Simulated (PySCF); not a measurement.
## First hyperpolarisability: `CC(Cl)=C=CCl`, C₄H₄Cl₂

Geometry:
```
atom   x (Å)   y (Å)   z (Å)
  C1  -1.443  -0.545   0.522
  C2  -0.550   0.225  -0.387
 Cl3  -1.364   0.999  -1.718
  C4   0.738   0.355  -0.263
  C5   2.017   0.486  -0.100
 Cl6   3.179  -0.602  -0.779
  H7  -1.953  -1.334  -0.034
  H8  -0.863  -0.992   1.329
  H9  -2.207   0.111   0.946
 H10   2.465   1.287   0.476
```

Theory: quadratic response CAM-B3LYP/def2-TZVPD first hyperpolarisability, Taylor convention, gas phase in PySCF 2.14.0. Geometry: PBE0-D3(BJ)/def2-TZVP.

What is the first hyperpolarisability, and how does it disperse?

In au, Taylor convention; the vector part is βᵢ = ⅓ Σⱼ (βᵢⱼⱼ + βⱼᵢⱼ + βⱼⱼᵢ); β∥ is 3/5 of the vector part along the dipole, the dipole points from − to +:
```
                   process  λ (nm)  β vector norm    β∥  β HRS  depolarisation ratio
           static β(0;0,0)       ∞           38.1  13.3   19.9                  2.94
second harmonic β(−2ω;ω,ω)    1907           39.8  13.8   20.7                  2.95
         Pockels β(−ω;ω,0)    1907           38.6  13.5      –                     –
second harmonic β(−2ω;ω,ω)    1064           44.1  14.8   22.8                  2.95
         Pockels β(−ω;ω,0)    1064           39.9  13.8      –                     –
```

Which lowest excitations, dipole and polarisabilities go with it?

S1 5.09 eV (f = 0.000); S2 5.31 eV (f = 0.000); S3 6.14 eV (f = 0.003); dipole 1.97 D; isotropic α 84.8 au static, 85.2 au at 1907 nm, 85.9 au at 1064 nm, 86.2 au at 953.5 nm, 89.4 au at 532 nm.
